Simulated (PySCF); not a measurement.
Molecule (SMILES): N#[N+][O-].
Geometry (B3LYP-D3(BJ)/def2-TZVP, fixed):
```xyz
3

N      0.0000     0.0000    -1.1943
N      0.0000     0.0000    -0.0734
O      0.0000     0.0000     1.1093
```
Charge 0, spin multiplicity 1.

How fast the isotropic shielding of N2 converges with the basis for several methods (PySCF): deviation from each method's own reference, in ppm. References: HF -34.57 ppm, the value in pcseg-3; PBE 1.83 ppm, the value in pcseg-3; PBE0 -7.23 ppm, the value in pcseg-3. All functions are spherical. No added dispersion term, no relativity. GIAO; atoms are numbered in the order shown.

```csv
basis,functions,HF,PBE,PBE0
pcseg-0,27,(withheld),48.38,44.64
def2-SVP,42,(withheld),34.11,33.14
6-311+G**,66,(withheld),11.12,11.08
cc-pVTZ,90,(withheld),13.10,12.85
"6-311++G(3df,3pd)",117,(withheld),10.26,10.56
aug-pcseg-2,138,(withheld),2.82,2.49
def2-QZVPP,171,(withheld),4.23,4.34
def2-QZVPPD,192,(withheld),3.91,4.13
```

Task: Fill in the missing entries.

Result: 
- pcseg-0, HF: 29.82
- def2-SVP, HF: 31.76
- 6-311+G**, HF: 9.95
- cc-pVTZ, HF: 12.42
- 6-311++G(3df,3pd), HF: 11.29
- aug-pcseg-2, HF: 1.21
- def2-QZVPP, HF: 4.51
- def2-QZVPPD, HF: 4.54

Mean absolute deviation over 6-311+G**, cc-pVTZ, 6-311++G(3df,3pd), aug-pcseg-2: HF 8.72, PBE0 9.24, PBE 9.32 ppm.
